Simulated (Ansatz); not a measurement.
PS2. Total charge 0; quartet. Geometry PBE-D4/def2-TZVP; atoms count from 1.

```xyz
3

P     0.504    0.324   -0.560
S     0.851   -1.299    0.613
S    -1.354    0.975   -0.053
```

At PBE0-D4/def2-TZVP a doublet of charge 0 lies 1.91 eV below the quartet, each at its own geometry. The structure comes from a short search, and lower isomers may exist.

(1) Estimate the Mulliken populations from the PBE0/def2-TZVP orbitals of Ansatz.

(2) Where does the spin sit?

(3) And the Mayer bond orders between heavy atoms (over 0.3)?

## Answers

(1) 
```json
{"atom": "P1", "charge (e)": "0.17", "spin (α − β)": "0.86"}
{"atom": "S2", "charge (e)": "-0.08", "spin (α − β)": "1.07"}
{"atom": "S3", "charge (e)": "-0.08", "spin (α − β)": "1.07"}
```
Mulliken values depend strongly on the basis.

(2) Summed by element: P 0.86, S 2.14, of 3 unpaired in all. Largest on single atoms: S2 1.07, S3 1.07, P1 0.86.

(3) P1–S2 1.44 (2.03 Å); P1–S3 1.44 (2.03 Å).
